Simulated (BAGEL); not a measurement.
# One shape, several levels: doublet [SO2]+

Aim: a comparison of 3 runs (ROHF/6-31G*, ROHF/def2-TZVPP, CASPT2(17,12)/6-31G*) of doublet [SO2]+. 

The results are computed with BAGEL 1.2.2.

4 further runs of the same task are left out: 3 that didn't finish, 1 set aside as unsound or not needed.

## (1) The system as given

[SO2]+: 3 atoms, total charge +1, spin state doublet. SMILES of the parent species: `O=S=O`. Geometry: relaxed at PBE0-D4/def2-TZVP. That shape belongs to the parent species and isn't relaxed for this state.

Bond lengths: O1–S2 1.431 Å, S2–O3 1.431 Å. Angles: O1–S2–O3 118.9°.

## (2) A single-point energy at ROHF/6-31G(d) (density fitting with cc-pvqz-jkfit, spherical functions) (run 1)

The input, calc.json:

```json
{ "bagel" : [

{
  "title" : "molecule",
  "basis" : "6-31gs.json",
  "df_basis" : "cc-pvqz-jkfit",
  "angstrom" : true,
  "geometry" : [
    { "atom" : "O", "xyz" : [   -0.974420,    0.645900,   -0.459510 ] },
    { "atom" : "S", "xyz" : [    0.269520,    0.357380,    0.186790 ] },
    { "atom" : "O", "xyz" : [    0.704900,   -1.003280,    0.272720 ] }
  ]
},
{
  "title" : "rohf",
  "charge" : 1,
  "nopen" : 1
},
{
  "title" : "print",
  "file" : "orbitals.molden",
  "orbitals" : true
}

]}
```

The basis set 6-31G* is read from a file made from the Basis Set Exchange's data (not shown).

Launch:

```bash
BAGEL_NUM_THREADS=1 BAGEL calc.json > calc.out
```

Standard output:

```text
* using 1 threads per process

  ===============================================================
  ===============================================================

  *** Geometry ***

  { "atom" : "O", "xyz" : [     -1.841387,      1.220574,     -0.868348 ] },
  { "atom" : "S", "xyz" : [      0.509319,      0.675350,      0.352982 ] },
  { "atom" : "O", "xyz" : [      1.332068,     -1.895924,      0.515366 ] },

  Number of auxiliary basis functions:      360

  Since a DF basis is specified, we compute 2- and 3-index integrals:
    o Being stored without compression. Storage requirement is 0.006 GB

  Number of basis functions:       46
  Number of electrons      :       32

    * METHOD: MOLECULE                             0.09

  *** Open-shell HF ***

  === Nuclear Repulsion ===
   108.3938218340

      * DIIS with orbital gradients will be used.

  === ROHF iteration (6-31gs.json) ===
      0       -546.40487936          0.08371097           0.03
      1       -546.47146037          0.07716652           0.03
      2       -546.52188703          0.06818812           0.03
      3       -546.70894730          0.00208324           0.03
      4       -546.70879774          0.00087489           0.03
      5       -546.70900416          0.00056574           0.03
[... 14 lines of this table left out ...]
     20       -546.70918147          0.00000001           0.03
     21       -546.70918147          0.00000001           0.03
    * SCF iteration converged.

    * S^2 (ROHF) is 0.7500

    * Permanent dipole moment:
           (   -0.538385,    -0.713892,    -0.373126) a.u.

    * METHOD: ROHF                                 0.77

    * METHOD: PRINT                                0.01

  ===============================================================
```

It took 0.99 s on 1 thread of Arm Neoverse V1, shared host.

## (3) The energy at ROHF/def2-TZVPP (density fitting with cc-pvqz-jkfit) (run 2)

The input, hf.json:

```json
{ "bagel": [

{
  "title": "molecule",
  "basis": "tzvpp",
  "df_basis": "cc-pvqz-jkfit",
  "angstrom": true,
  "geometry": [
    { "atom": "O", "xyz": [   -0.974420,    0.645900,   -0.459510 ] },
    { "atom": "S", "xyz": [    0.269520,    0.357380,    0.186790 ] },
    { "atom": "O", "xyz": [    0.704900,   -1.003280,    0.272720 ] }
  ]
},
{ "title": "rohf", "charge": 1, "nopen": 1 },
{ "title": "print", "file": "orbitals.molden", "orbitals": true }

]}
```

Launch:

```bash
BAGEL_NUM_THREADS=1 BAGEL hf.json > hf.out
```

Standard output:

```text
* using 1 threads per process

  ===============================================================
  ===============================================================

  *** Geometry ***

  { "atom" : "O", "xyz" : [     -1.841387,      1.220574,     -0.868348 ] },
  { "atom" : "S", "xyz" : [      0.509319,      0.675350,      0.352982 ] },
  { "atom" : "O", "xyz" : [      1.332068,     -1.895924,      0.515366 ] },

  Number of auxiliary basis functions:      360

  Since a DF basis is specified, we compute 2- and 3-index integrals:
    o Being stored without compression. Storage requirement is 0.031 GB

  Number of basis functions:      104
  Number of electrons      :       32

    * METHOD: MOLECULE                             0.15

  *** Open-shell HF ***

  === Nuclear Repulsion ===
   108.3938218340

      * DIIS with orbital gradients will be used.

  === ROHF iteration (tzvpp) ===
      0       -546.50887966          0.05887752           0.09
      1       -546.54469463          0.05942674           0.10
      2       -546.59019372          0.05387681           0.10
      3       -546.84329410          0.00166186           0.09
      4       -546.84306728          0.00064173           0.10
      5       -546.84327408          0.00038296           0.10
[... 16 lines of this table left out ...]
     22       -546.84346640          0.00000002           0.09
     23       -546.84346640          0.00000001           0.10
    * SCF iteration converged.

    * S^2 (ROHF) is 0.7500

    * Permanent dipole moment:
           (   -0.513781,    -0.681267,    -0.356075) a.u.

    * METHOD: ROHF                                 2.40

    * METHOD: PRINT                                0.03

  ===============================================================
```

Wall time 2.7 s (1 thread of Arm Neoverse V1, shared host).

## (4) A single-point energy at CASPT2(17,12)/6-31G(d) (density fitting with cc-pvqz-jkfit, spherical functions) (run 3)

The input, input.json:

```json
{ "bagel" : [

{
  "title" : "molecule",
  "basis" : "6-31gs.json",
  "df_basis" : "cc-pvqz-jkfit",
  "angstrom" : true,
  "geometry" : [
    { "atom" : "O", "xyz" : [      -0.974420,       0.645900,      -0.459510 ] },
    { "atom" : "S", "xyz" : [       0.269520,       0.357380,       0.186790 ] },
    { "atom" : "O", "xyz" : [       0.704900,      -1.003280,       0.272720 ] }
  ]
},

{
  "title" : "hf",
  "charge" : 2
},

{
  "title" : "casscf",
  "nstate" : 1,
  "nact" : 12,
  "nclosed" : 7,
  "charge" : 1,
  "nspin" : 1,
  "maxiter" : 200,
  "natocc" : true
},

{
  "title" : "print",
  "file" : "orbitals.molden",
  "orbitals" : true
},

{
  "title" : "smith",
  "method" : "caspt2",
  "ms" : true,
  "xms" : true,
  "sssr" : true,
  "shift" : 0.0,
  "ncore" : 7
}

]}
```

The basis set 6-31G* is read from a file made from the Basis Set Exchange's data (not shown).

Launch:

```bash
BAGEL_NUM_THREADS=1 BAGEL input.json > input.out
```

Standard output:

```text
* using 1 threads per process

  ===============================================================
  ===============================================================

  *** Geometry ***

  { "atom" : "O", "xyz" : [     -1.841387,      1.220574,     -0.868348 ] },
  { "atom" : "S", "xyz" : [      0.509319,      0.675350,      0.352982 ] },
  { "atom" : "O", "xyz" : [      1.332068,     -1.895924,      0.515366 ] },

  Number of auxiliary basis functions:      360

[... 21 lines left out ...]
    * SCF iteration converged.
[... 1 line left out ...]
    * Permanent dipole moment:
[... 22 lines left out ...]
    * Second-order optimization converged. *
[... 25 lines left out ...]
     * ci vector, state   0, <S^2> = 0.7500
[... 24 lines left out ...]
    * Third and Fock-weighted fourth order RDM ( 1, 1) evaluation
      will be done with 2 passes

    * Zeroth order energy : state  0      -19.3061649476

    * CASPT2 iteration is performed using redundant basis

      ---- iteration ----

        0    -0.32931974     0.00939084      0.99
        1    -0.33077075     0.00069056      1.00
        2    -0.33078331     0.00005783      0.99
        3    -0.33078338     0.00000478      1.00
        4    -0.33078338     0.00000051      0.99

      -------------------

    * CASPT2 energy : state  0     -547.2319014932
        reference weight              0.9106077800

    * METHOD: SMITH                               79.17

  ===============================================================
```

Wall time 3 min (1 thread of Arm Neoverse V1, shared host); peak memory 13 GiB.

## (5) All runs side by side

| run | level | iteration cap | active rule | energy (Eh) | ⟨S²⟩ | wall time |
| --- | --- | --- | --- | --- | --- | --- |
| 1 | ROHF/6-31G* (density fitting with cc-pvqz-jkfit, spherical functions) | – | – | -546.709181 | 0.750 | 0.99 s |
| 2 | ROHF/def2-TZVPP (density fitting with cc-pvqz-jkfit) | – | – | -546.843466 | 0.750 | 2.7 s |
| 3 | CASPT2(17,12)/6-31G* (density fitting with cc-pvqz-jkfit, spherical functions) | 200 | valence | -547.231901 | – | 3 min |

## (6) Summary of results

```
           quantity          value
run 3: total energy  -547.23190 Eh
```

All runs together took 3.1 min, the longest 3 min.
